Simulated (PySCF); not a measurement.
# LiP⁺: frontier orbitals

BLYP at R = 2.640 Å; Li pcseg-2, P pcseg-2; no relativity (PySCF 2.14). State: ⁴Σ⁻ (quartet), unpaired electrons σ ↑, π ↑↑. Only the outer orbitals are listed, counted within each symmetry.

| spin | orbital | occ. | ε (eV) | on Li (%) | main shells (%) |
| --- | --- | --- | --- | --- | --- |
| α | 4σ | 1 | -59.46 | 100 | 100 Li s |
| α | 5σ | 1 | -20.00 | 1 | 99 P s |
| α | 6σ | 1 | -12.02 | 13 | 85 P p |
| α | 2π | 1 | -11.29 | 2 | 98 P p |
| α | 2π | 1 | -11.29 | 2 | 98 P p |
| α | 7σ | 0 | -6.59 | 99 | 95 Li s |
| α | 3π | 0 | -5.14 | 97 | 97 Li p |
| α | 3π | 0 | -5.14 | 97 | 97 Li p |
| β | 4σ | 1 | -59.42 | 100 | 100 Li s |
| β | 5σ | 1 | -17.73 | 3 | 97 P s |
| β | 6σ | 0 | -10.08 | 18 | 80 P p, 11 Li s |
| β | 2π | 0 | -9.24 | 4 | 96 P p |
| β | 2π | 0 | -9.24 | 4 | 96 P p |

**Question.** Which are the highest filled and the lowest empty level, where do they sit, and how wide is the gap?

**Answer.** Highest filled α 2π at -11.29 eV (in %: 98 P p); lowest empty β 6σ at -10.08 eV (in %: 80 P p, 11 Li s); the gap at BLYP is 1.21 eV.

The bond order (Mayer) is 0.36, the ⟨S²⟩ is 3.750 and the charge on Li (Mulliken, basis-dependent) is 0.80. The charge on Li (Löwdin, basis-dependent) is 0.58. The dipole moment (positive dipole points towards P; it is taken about the centre of mass and depends on that origin) is -8.02 D.

The state is the lowest determinant that a PBE0 search found; another state may lie lower at other levels.
